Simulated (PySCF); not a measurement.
## How the functional moves excitation energies

Species: methyl propyl ketone, C5H10O.
SMILES: `CCCC(C)=O`

Linear-response calculations in the def2-SVPD basis (PySCF; singlets by full response, triplets Tamm–Dancoff, core orbitals frozen in the response; HF means time-dependent Hartree–Fock). 'Strongest' is the level of largest summed f among the singlets computed (10 roots, of which the last may lack a degenerate partner); it can jump between rows when another state enters that window. S1 is the lowest singlet of each run and needn't be the same state throughout; f(S1) is that of one state. The structure is a single PBE0-D3(BJ)/def2-SVP conformer in the gas phase; no vibrational or solvent corrections.

| functional | kind | S1 (eV) | f(S1) | strongest (eV) | T1 (eV) | HOMO (eV) | gap (eV) | ionisation energy, ΔSCF (eV) |
| --- | --- | --- | --- | --- | --- | --- | --- | --- |
| LDA | LDA | 4.25 | 0.000 | 7.03 | 3.75 | -5.80 | 3.98 | 9.36 |
| PBE | GGA | 4.28 | 0.000 | 6.93 | 3.70 | -5.65 | 4.05 | 9.17 |
| B3LYP | global hybrid, 20% exact exchange | 4.46 | 0.000 | 7.85 | 3.89 | -7.02 | 6.31 | 9.47 |
| PBE0 | global hybrid, 25% exact exchange | 4.49 | 0.000 | 8.18 | 3.88 | -7.25 | 6.83 | 9.41 |
| BHandHLYP | global hybrid, 50% exact exchange | 4.71 | 0.000 | 9.05 | 4.13 | -8.82 | 9.64 | 9.41 |
| CAM-B3LYP | range-separated hybrid | 4.52 | 0.000 | 8.74 | 3.95 | -8.73 | 9.50 | 9.59 |
| wB97X-D | range-separated hybrid | 4.53 | 0.000 | 9.09 | 4.00 | -9.17 | 10.62 | 9.51 |
| LC-wPBE | range-separated hybrid | 4.51 | 0.000 | 9.52 | 3.90 | -10.01 | 12.04 | 9.66 |
| HF | Hartree–Fock | 5.13 | 0.000 | 9.52 | 4.56 | -11.24 | 13.76 | not settled |

S1 runs from 4.25 eV (LDA) to 5.13 eV (HF), a spread of 0.88 eV, while the orbital gap spreads over 9.8 eV. Along PBE (0%), B3LYP (20%), PBE0 (25%), BHandHLYP (50%), HF (100%) S1 rises with the share of exact exchange. −ε(HOMO) comes closest to its own ΔSCF ionisation energy with wB97X-D (-0.34 eV) and misses most with LDA (-3.56 eV). 'Not settled' means that the ion's SCF failed to converge or may have ended in another state than the lowest.
